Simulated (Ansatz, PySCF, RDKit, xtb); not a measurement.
# Which structure has the formula BSiNH6?

Given the formula BSiNH6 and nothing else, which arrangement of the atoms is the most stable in the gas at 400 K, and what are its properties?

Plan: many cheap relaxations first (GFN2-xTB), then density-functional screening, relaxation at r2SCAN-D4/def2-SVP, vibrations and a final energy. The numbers are computed, not measured.

7 further runs of the same task are left out: 7 set aside as unsound or not needed.

**1. Possible bonding patterns**

All bonding patterns within simple valence rules are listed by program: one Lewis structure each, at most two rings and one unusual centre or charged pair. O–O, O–halogen and N–halogen bonds and N–N–N chains are not drawn. That gives 14 candidates.

| label | SMILES | spin |
| --- | --- | --- |
| c001 | B[SiH2]N | singlet |
| c172 | [NH3+][BH2-][SiH] | singlet |
| c200 | [BH3-][NH2+][SiH] | singlet |
| c209 | [BH3-][SiH+]N | singlet |
| c290 | NB[SiH3] | singlet |
| c421 | B[SiH-][NH3+] | singlet |
| c471 | [NH3+][BH2-][SiH] | triplet |
| c579 | [BH3-][NH2+][SiH] | triplet |
| c595 | [BH2-]1[NH2+][SiH2]1 | singlet |
| c731 | BN[SiH3] | singlet |
| c749 | [BH3-][NH+]=[SiH2] | singlet |
| c774 | B[NH2+][SiH2-] | singlet |
| c833 | N[BH2-][SiH2+] | singlet |
| c909 | [NH3+][BH-]=[SiH2] | singlet |

Candidates are built by distance geometry, with a force field where one applies, in up to four conformers (letters a to d). 6 starts with atoms placed at random are added, to find patterns that the rules miss.

Q: Predict the outcome of this search (final energies at CCSD(T)/def2-TZVP).

| quantity | value |
| --- | --- |
| lowest structure found | BN[SiH3], singlet, Cs |
| next finalist | NB[SiH3], singlet, 14.0 kcal/mol higher in G |
| share at equilibrium, among the finalists | 100.0 % |
| harmonic wavenumbers, lowest and highest (r2SCAN-D4/def2-SVP) | 82 and 3563 cm⁻¹ |
| rotational constants, same geometry | 1.137, 0.1818, 0.1658 cm⁻¹ |
| dipole moment (PBE0/def2-TZVPD) | 1.39 D |
| HOMO energy (PBE0/def2-TZVPD) | -8.51 eV |
| LUMO energy (PBE0/def2-TZVPD) | -0.24 eV |
| HOMO–LUMO gap (PBE0/def2-TZVPD) | 8.27 eV |
| lowest excitation (TD-CAM-B3LYP/def2-SVPD) | 6.88 eV (f = 0.000) |
| strongest of the states computed, same level | 7.73 eV (f = 0.268) |
| lowest triplet excitation, same level, Tamm-Dancoff | 6.09 eV |
| vertical ionisation energy | 10.60 eV |
| vertical electron affinity | -0.92 eV (unbound: the value depends on the basis) |
| vertical triplet less singlet | +5.96 eV |

The lowest structure found is `BN[SiH3]`. The margin of 14.0 kcal/mol over the next finalist is beyond the usual error of the last level; it says nothing of structures that weren't ranked. GFN2-xTB, HF/STO-3G, r2SCAN-D4/def2-SVP, r2SCAN-D4/def2-SVP, relaxed, HF/def2-TZVP and MP2/def2-TZVP already put its bonding pattern lowest among the structures in one piece. Lowest found is not proven lowest: the search is finite, and each finalist counts with one conformer. Patterns outside the rules of the enumeration were met only by chance. The lowest isomer need not be the one that is made and kept in a bottle, which depends on barriers.
